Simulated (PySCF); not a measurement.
SiCl4, SMILES Cl[Si](Cl)(Cl)Cl. Geometry: PBE-D3(BJ)/def2-SVP. The isomer is the one that the SMILES or the coordinates give; other isomers of the formula were not compared.

### Question
Give the equilibrium geometry at PBE-D3(BJ)/def2-SVP (PySCF confirms it by a frequency run) as bond lengths and angles, and its point group. (Estimate from the structure and the level; the computed values follow.)

### Answer
point group Td.
Atoms: Cl1 Si2 Cl3 Cl4 Cl5. Bond lengths (Å): Cl1–Si2 2.051, Si2–Cl3 2.051, Si2–Cl4 2.051, Si2–Cl5 2.051. Bond angles (°): Cl1–Si2–Cl3 109.5, Cl1–Si2–Cl4 109.5, Cl1–Si2–Cl5 109.5, Cl3–Si2–Cl4 109.5, Cl3–Si2–Cl5 109.5, Cl4–Si2–Cl5 109.5.
